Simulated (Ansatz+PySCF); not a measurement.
Results of a calculation; reference values are marked as such.
Input for Ansatz (development build ahead of 0.2.0):

```yaml
crystal:
  periodic: [false, false, false]
  atoms:
    - { symbol: "N", position_ang: [-0.00533, 0.00577, 0.00619] }
    - { symbol: "N", position_ang: [1.18626, 0.00535, 0.00253] }
    - { symbol: H, position_ang: [1.63553, 0.93706, -0.00327] }
basis:
  gaussian: { orbitals: cc-pVTZ }
magnetization:
  initial_magnetization: 1
hamiltonian:
  xc: hf
correlation:
  method: mp2
  frozen_orbitals: { H: 0, "N": 1 }
output:
  forces: true
```

The input is written out in the form of the current development build from the run's settings. Correlation on restricted open-shell orbitals is semicanonical, with singles.

Results

```
Converged                                                          : yes
Reference energy                                                   : -109.45775 hartree
Correlation energy                                                 : -0.37861 hartree
Total energy                                                       : -109.83636 hartree
Spin squared of the determinant                                    : 0.750
Stability test                                                     : minimum among restricted orbitals
Occupied orbitals by symmetry in an Abelian subgroup (alpha; beta) : 7 A' 1 A''; 6 A' 1 A''
```

Forces (eV/Å):
```json
{"atom": "N1", "Fx": "1.324", "Fy": "-0.113", "Fz": "-0.004"}
{"atom": "N2", "Fx": "-1.608", "Fy": "-0.178", "Fz": "0.006"}
{"atom": "H3", "Fx": "0.284", "Fy": "0.291", "Fz": "-0.002"}
```

Caution: forces differ strongly between restricted and unrestricted references.
